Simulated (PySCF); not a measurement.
# Neon: a sound run and one with changed settings

Sound run: Ne [Ne], Ne⁺ [He] 2s2 2p5. Calculation: PySCF 2.14, in def2-TZVP; the non-relativistic Hamiltonian (point nucleus). The sound run starts from symmetry-adapted Hartree-Fock orbitals and uses a fine grid where one is needed.

Changed run: 6 angular points. This setting is unsound on purpose.

```json
{"species": "Ne", "method": "UHF", "sound run (hartree)": "-128.54149", "changed run (hartree)": "-128.54149", "converged": "yes"}
{"species": "Ne", "method": "M06-L", "sound run (hartree)": "-128.95221", "changed run (hartree)": "-130.99324", "converged": "yes"}
{"species": "Ne", "method": "B3LYP", "sound run (hartree)": "-128.97303", "changed run (hartree)": "-129.78788", "converged": "yes"}
{"species": "Ne⁺", "method": "UHF", "sound run (hartree)": "-127.81851", "changed run (hartree)": "-127.81851", "converged": "yes"}
{"species": "Ne⁺", "method": "M06-L", "sound run (hartree)": "-128.17311", "changed run (hartree)": "-130.04711", "converged": "yes"}
{"species": "Ne⁺", "method": "B3LYP", "sound run (hartree)": "-128.17623", "changed run (hartree)": "-128.92398", "converged": "yes"}
```

Ionisation energy of Ne:

```json
{"method": "UHF", "sound run (eV)": "19.673", "changed run (eV)": "19.673"}
{"method": "M06-L", "sound run (eV)": "21.200", "changed run (eV)": "25.745"}
{"method": "B3LYP", "sound run (eV)": "21.682", "changed run (eV)": "23.508"}
```

A coarse angular grid integrates products of high-l functions wrongly, so density functionals can shift, and the SCF can exploit the error; Hartree-Fock and MP2 need no grid.

For comparison, NIST gives 21.565 eV between the lowest levels.
